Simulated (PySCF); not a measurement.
The numbers are results of ωB97X-D3(BJ)/def2-TZVP // B3LYP-D3(BJ)/def2-TZVP in PySCF, not measurements. All species are isolated molecules in the gas phase. Delta-SCF ions had no search for a lower state. Excitations are Tamm–Dancoff values on a coarser integration grid. The basis has no diffuse functions, so Rydberg states are missing or too high.

Reference species (SMILES): `[F][Al]([F])[F]` (neutral, multiplicity 1).

```yaml
vertical ionisation energy (Delta-SCF): 14.92 eV
brightest of the four lowest singlets (TDA): 9.61 eV
HOMO: -14.36 eV
S1 excitation (TDA): 8.79 eV
```

Changed species: `[F][AlH2]` (2 of 3 F replaced by H; the reference has 0 of 3 F replaced by H).

Task: Give the shifts of the vertical ionisation energy (Delta-SCF), brightest of the four lowest singlets (TDA), HOMO and S1 excitation (TDA).

Result: the vertical ionisation energy (Delta-SCF) falls by 3.12 eV, to 11.80 eV; the brightest of the four lowest singlets (TDA) drops by 1.04 eV, to 8.57 eV; the HOMO goes up by 3.00 eV, to -11.36 eV; the S1 excitation (TDA) drops by 2.69 eV, to 6.10 eV.
